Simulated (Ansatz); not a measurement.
Ansatz (an electronic-structure program) input (PBE/6-311+G**): The .json file is the Basis Set Exchange's 6-311+G**.

Ansatz 0.2 input:
```yaml
crystal:
  periodic: [false, false, false]
  atoms:
    - {symbol: C, position_ang: [1.48923700, 0.70079263, 0.00925021]}
    - {symbol: C, position_ang: [-0.03929376, 0.78325927, 0.00066342]}
    - {symbol: S, position_ang: [-0.85165386, -0.85211429, -0.00580082]}
    - {symbol: H, position_ang: [-0.35574310, 1.36679086, 0.87704767]}
    - {symbol: H, position_ang: [-0.34577701, 1.36877731, -0.87793506]}
    - {symbol: H, position_ang: [1.96495899, 1.69625100, 0.01307846]}
    - {symbol: H, position_ang: [1.82668773, 0.14785365, 0.88999214]}
    - {symbol: H, position_ang: [1.83667574, 0.14984447, -0.86885190]}
basis:
  gaussian:
    orbitals: 6-311+G__.json
hamiltonian:
  xc: {name: PBE}
total_charge: -1
output: {forces: true}
```

From the last part of the output:

```
WARN ansatz: RAYON_NUM_THREADS=1 ignored (pool sized by the plan → 1); use --threads N
Functional definition: PBE
integrals: 0.04 GiB planned
842 factors; their error is unknown
mean field: 0.26 GiB planned
mean field evaluation 1: about -12980.4077 eV, gradient 4.2e1 eV
mean field evaluation 2: about -12968.8417 eV, gradient 7.5e1 eV
mean field evaluation 4: about -12984.8588 eV, gradient 4.9e0 eV
mean field evaluation 8: about -12984.9172 eV, gradient 1.5e-1 eV
mean field evaluation 16: about -12984.8949 eV, gradient 3.7e-5 eV
mean field -12984.89494713 eV, -477.1860878290 hartree, gradient 3.7e-5 eV, S^2 0.000000; 0 other end points of the search recorded, 0 dependent functions left out
the calculation of the forces begins
reference -12984.89500083 eV, -477.1860898025 hartree; 17, 17 occupied and 88, 88 virtual orbitals, 842 factors
Total energy: -12984.89500083 eV, -477.1860898025 hartree
Atom 0 at     1.489237     0.700793     0.009250 Å, force    -0.151727     0.029323    -0.000828 eV/Å
Atom 1 at    -0.039294     0.783259     0.000663 Å, force     0.128625    -0.071433     0.000650 eV/Å
Atom 2 at    -0.851654    -0.852114    -0.005801 Å, force    -0.123187    -0.175876    -0.000899 eV/Å
Atom 3 at    -0.355743     1.366791     0.877048 Å, force    -0.098987     0.130189     0.250358 eV/Å
Atom 4 at    -0.345777     1.368777    -0.877935 Å, force    -0.096139     0.130756    -0.251171 eV/Å
Atom 5 at     1.964959     1.696251     0.013078 Å, force     0.115591     0.271158     0.000963 eV/Å
Atom 6 at     1.826688     0.147854     0.889992 Å, force     0.111515    -0.157337     0.246391 eV/Å
Atom 7 at     1.836676     0.149844    -0.868852 Å, force     0.114308    -0.156780    -0.245464 eV/Å
Dipole moment:     0.636257     0.765669     0.004480 e Å
```

The dipole moment of an ion depends on the origin.
